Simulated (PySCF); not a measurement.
Gas-phase reaction: 2 Si2N + 5 NH3 → 4 H2SiNH + 3 NH

Method: PySCF energies (xtb for GFN2) plus ideal-gas RRHO corrections (1 bar). † marks an energy on the PBE0/def2-TZVP geometry and frequencies; other levels use their own. 6-31G* has spherical d functions here. Open shells (unrestricted): Si2N (multiplicity 2, electronic degeneracy 4), NH (multiplicity 3); the rest are closed-shell singlets. GFN2 has no spin-polarisation term. Spin-orbit splitting is ignored; it lowers the true energy and changes the entropy of Si2N. B3LYP is the form with VWN-RPA correlation. H2SiNH: computed as isolated molecules; such fragments, hydroxides, amides, oligomers or adducts are transient or little studied in the gas. The harmonic model lacks anharmonicity and excited electronic states, which grow with temperature; levels with a mode under 35 cm⁻¹ are left out.

```tsv
level	ΔE electronic, kJ	ΔH°(298 K), kJ	ΔS°(298 K), J/K	ΔG°(1000 K), kJ
B3LYP/6-31G*	1246	1133	51	1064
B3LYP/def2-TZVP†	1265	1152	45	1090
GFN2-xTB	1094	986	44	920
PBE0/def2-QZVP†	1292	1180	45	1118
PBE0/def2-SVP†	1280	1168	45	1105
r2SCAN/def2-TZVP†	1217	1104	45	1042
ωB97M-V/def2-TZVP†	1283	1170	45	1108
ωB97X-V/def2-TZVP†	1228	1116	45	1053
```
ΔH° is lowest at GFN2-xTB and highest at PBE0/def2-QZVP†. No reference value is set beside these.
